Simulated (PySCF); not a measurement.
Name the molecule from its bond curve

A diatomic of charge +1 contains Mg. Its singlet curve at ωB97X in a double-zeta basis (no relativity, PySCF), in eV from the separated fragments:

R (Å), E (eV) and a bar:
```
    2.766     -0.348 ##############################
    2.894     -0.434 ##############
    3.023     -0.484 #####
    3.119     -0.504 ##
    3.216     -0.513 
    3.312     -0.513 
    3.441     -0.502 ##
    3.602     -0.476 #######
    3.795     -0.436 ##############
    4.052     -0.375 #########################
```

The fit gives ωe = 141 cm⁻¹ and the rotational constant Bₑ = 0.1352 cm⁻¹.

Problem. Which atom is the partner?

Solution. The minimum lies at 3.259 Å, so the reduced mass is 16.8576 u Å² cm⁻¹/(Bₑ·Re²) = 11.74 u. With Mg at 23.99 u the partner weighs about 23.0 u: Na. The molecule is NaMg⁺.

Closed-shell solutions of metal pairs were not tested for spin polarisation, which can lower them a little.
